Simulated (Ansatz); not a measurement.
Calculated with Ansatz (gas phase, PBE0-D4/def2-TZVP geometries, no zero-point term in ΔE). CCSD(T)/CBS adds triple-zeta CCSD(T) − MP2 to the extrapolated MP2 energy (def2 sets, frozen cores). This one scheme is used for every species. Functionals use def2-TZVPP. One conformer a species, not always the lowest.

`C=NC(N)(O)F` + H₂O → `NC(O)(O)F` + `C=N`  (formal hydrolysis of a C–N bond)

`C=NC(N)(O)F`:

```xyz
11

C    -1.077    0.950    1.205
N     0.069    0.662    0.772
C     0.197   -0.053   -0.467
N     0.938   -1.267   -0.329
O     0.805    0.795   -1.346
F    -1.037   -0.438   -0.979
H    -1.151    1.476    2.155
H    -2.002    0.702    0.681
H     1.748   -1.094    0.254
H     0.367   -1.976    0.113
H     1.145    0.243   -2.060
```

H₂O:

Z-matrix (Å, degrees):
```
O
H 1 0.960
H 1 0.960 2 105.1
```

`NC(O)(O)F`:

```xyz
9

N    -0.337    1.153   -0.111
C     0.200   -0.148    0.047
O     0.138   -0.896   -1.097
O    -0.427   -0.840    1.052
F     1.530    0.024    0.389
H    -1.276    1.087   -0.483
H     0.235    1.690   -0.750
H     0.377   -1.803   -0.873
H    -0.441   -0.267    1.826
```

`C=N`:

```xyz
5

C    -0.138   -0.310   -0.192
N     0.330    0.255    0.833
H    -0.325    0.185   -1.152
H    -0.384   -1.373   -0.141
H     0.516    1.243    0.652
```

CCSD(T)/CBS gives +2.9 kJ/mol.

(1) Another level gave -5.3 kJ/mol. Which?
A. BHLYP/def2-TZVPP
B. r2SCAN0-D4/def2-TZVPP
C. HF/def2-TZVPP
D. BLYP-D4/def2-TZVPP

Largest T1 diagnostic among the species: 0.012.

Results:

(1) B. r2SCAN0-D4 -5.3, BLYP-D4 0.3, BHLYP -10.9, HF/def2-TZVPP -19.6 kJ/mol.

Leaving LDA and LC-ωPBE aside and taking each functional with its dispersion term where it has one, the values, not all of them listed here, spread over 8.7 kJ/mol, from BHLYP-D4 to revPBE-D4. LDA lies +5.8 kJ/mol from PBE without D4. In def2-TZVPP, CCSD(T) changes the Hartree–Fock value by +17.3 kJ/mol (the triples alone add +2.7 kJ/mol) and MP2 by +23.1 kJ/mol.
